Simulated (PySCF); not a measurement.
# Bond length, frequency and bond energy of ClF⁻ by level of theory

State: ²Σ⁺ (doublet), unpaired electrons σ ↑. Set-up: basis Cl aug-pcseg-1, F aug-pcseg-1; no relativity; PySCF 2.14. De refers to Cl⁻ + F in their high-spin ground configurations, without counterpoise correction. The functionals are run spin-unrestricted. A positive dipole points towards F; it is taken about the centre of mass and depends on that origin. Levels whose curve was spin-contaminated or gave no clean fit are not listed.

```tsv
Level	Re (Å)	ωe (cm⁻¹)	De (eV)	μ (D)	CPU s a point (SCF and correlation, without the integrals)
UHF-CCSD	2.194	390	n/a	n/a	n/a
UHF-CCSD(T)	2.206	369	1.30	n/a	4.5
PBE	2.302	271	2.11	-1.22	0.48
PBEsol	2.248	301	2.27	-1.15	0.44
BP86	2.305	270	2.06	-1.20	0.36
TPSS	2.298	277	1.93	-1.15	0.63
r²SCAN	2.277	292	1.79	-1.06	0.83
PBE0	2.236	318	1.60	-1.08	0.77
LC-ωPBE	2.192	363	1.55	-1.42	0.66
```

Which functional lies closest to UHF-CCSD(T) in De, which farthest, and by how much do they differ from it?

Closest is LC-ωPBE (-1.4 pm in Re, -1.6 % in ωe, +0.25 eV in De against UHF-CCSD(T) in the same basis), farthest PBEsol (+4.2 pm in Re, -18.4 % in ωe, +0.97 eV in De). CCSD(T) converges more slowly with the basis than the functionals do and binds too weakly in this one, so the order can change at the basis-set limit.

What does a quarter of exact exchange do here, going from PBE to PBE0?

PBE0 less PBE: -6.6 pm in Re, +17.3 % in ωe, -0.51 eV in De. Exact exchange removes part of the self-interaction that spreads semilocal densities, and in most molecules shortens and stiffens the bond and lowers De; so it does here.

What does the step from GGA to meta-GGA do here, going from PBE to r²SCAN?

r²SCAN less PBE: -2.5 pm in Re, +7.7 % in ωe, -0.32 eV in De. 

Correlated steps freeze 6 core orbitals. Correlated levels converge slowly with the basis: in double zeta they bind strong bonds too weakly, by up to about 1 eV, and carry superposition errors of some tenths. For an ion De counts to the pair picked by the measured ionisation energies or electron affinities, which need not be the lowest pair at this level. The CCSD T1 diagnostic is raised, a sign that a single reference may not be enough here. The state is the lowest determinant that a PBE0 search found; another state may lie lower at other levels.

The whole job (state search and all levels along the bond) took about 1.7 min on 1 thread of AMD EPYC 7R43 64-Core (shared host), peak memory 0.62 GiB.
